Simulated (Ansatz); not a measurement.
## BSiGeH⁺ (H-bridged), quartet: reading a ladder of total energies

Geometry: that of the BSiGeH (H-bridged), triplet, kept fixed.

```xyz
4

B     0.0000    1.3321    0.6488
Si    0.0000   -0.2406    1.7458
Ge    0.0000   -0.0871   -0.7786
H     0.0000   -1.3045    0.5065
```

Basis cc-pVTZ; Ansatz 0.2.0. Only valence electrons are correlated (noble-gas cores and the filled d shells of p-block atoms frozen), which leaves 11 electrons in 101 orbitals. Prefix R: restricted or restricted open-shell reference; prefix U: unrestricted. No spin–orbit coupling is included, and no scalar relativity.

Full CI isn't at hand for all of this; UCCSDT(Q) serves as the reference, and is uncertain by about the last step of the cluster series.

Runs differ by some tens of microhartree through their thresholds and, for an open shell, their frozen cores, so steps under 0.03 kcal/mol mean nothing.

| level | total energy (hartree) |
| --- | --- |
| UHF | -2389.197664 |
| UMP2 | -2389.422527 |
| UCCSD | -2389.459615 |
| UCCSD(T) | -2389.475252 |
| UCCSDT | -2389.477270 |
| UCCSDT(Q) | -2389.478495 |

**Question.** What is the correlation energy at UCCSDT(Q), and what share of it do UMP2 and UCCSD recover?

**Answer.** E(corr) = -2389.478495 − (-2389.197664) = -0.280831 hartree = -7.642 eV. UMP2: -0.224863 / -0.280831 = 80.07 %. UCCSD: -0.261951 / -0.280831 = 93.28 %.

**Question.** By how many kcal/mol does UCCSD(T) miss UCCSDT(Q) (1 hartree = 627.509 kcal/mol), and which steps make up the rest?

**Answer.** -2389.475252 − (-2389.478495) = 0.003243 hartree = 2.04 kcal/mol. Steps: UCCSDT − UCCSD(T) = -1.27, UCCSDT(Q) − UCCSDT = -0.77 kcal/mol. Differences between like states or geometries often cancel part of this.
